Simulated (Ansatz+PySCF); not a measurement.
Results of a calculation; reference values are marked as such.
# Several solutions for singlet NaH2O(+)

```xyz
4

Na    0.0000    0.0000   -1.0981
O     0.0000    0.0000    1.0893
H     0.0000    0.7637    1.6822
H     0.0000   -0.7637    1.6822
```

Basis set: def2-SVP (spherical functions). Charge 1, multiplicity 1.

CASSCF(2,2) was run from several starts with Ansatz (development build ahead of 0.2.0) and PySCF 2.14.0. The starts are those of the Hartree–Fock orbitals from which the active space was taken at the frontier.

```json
{"run": "A", "program": "Ansatz", "start": "atomic start, no search", "converged": "yes", "energy (hartree)": "-237.62603", "<S²>": "0.00"}
{"run": "B", "program": "PySCF", "start": "program defaults", "converged": "yes", "energy (hartree)": "-237.62057", "<S²>": "0.00"}
{"run": "C", "program": "Ansatz", "start": "search for the lowest state", "converged": "yes", "energy (hartree)": "-237.64067", "<S²>": "0.00"}
{"run": "D", "program": "Ansatz", "start": "stability test followed", "converged": "yes", "energy (hartree)": "-237.64067", "<S²>": "0.00"}
```

(1) Which runs reached the lowest solution of this kind, and what is wrong with the others?

Results:

(1) C, D reached the lowest solution found. Converged but too high: A by 0.40 eV, B by 0.55 eV. Convergence only shows a stationary point; in CASSCF the end hangs on which orbitals enter the active space. Caution: other starts end on other solutions of this active space.
